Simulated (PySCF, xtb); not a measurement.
CH2, SMILES [CH2], multiplicity 3.

Coordinates come from a B3LYP-D3(BJ)/def2-TZVPD optimisation. The isomer is the one that the SMILES or the coordinates give; other isomers of the formula were not compared.

Method: C-PCM-ωB97X/def2-TZVPD (PySCF 2.14.0).

The values are the electrostatic part of the solvation free energy, E(continuum) − E(gas) at the gas-phase geometry, in a cavity of scaled van der Waals radii (PySCF's table); cavitation and dispersion terms are not included. The dipole moment in vacuum is 0.62 D.

### Question
Estimate the values in water (ε = 78.36), acetone (ε = 20.49), methanol (ε = 32.61). (The exact figures need the calculation; the answer reports its results.)

### Answer

```
solvent       ε  ΔG(elec) (kcal/mol)  dipole (D)
--------  -----  -------------------  ----------
water     78.36                 -1.2        0.79
acetone   20.49                 -1.2        0.78
methanol  32.61                 -1.2        0.78
```

For comparison, GFN2-xTB/ALPB(water) (xtb, at the GFN2-xTB geometry, all terms of that model) gives -0.6 kcal/mol.
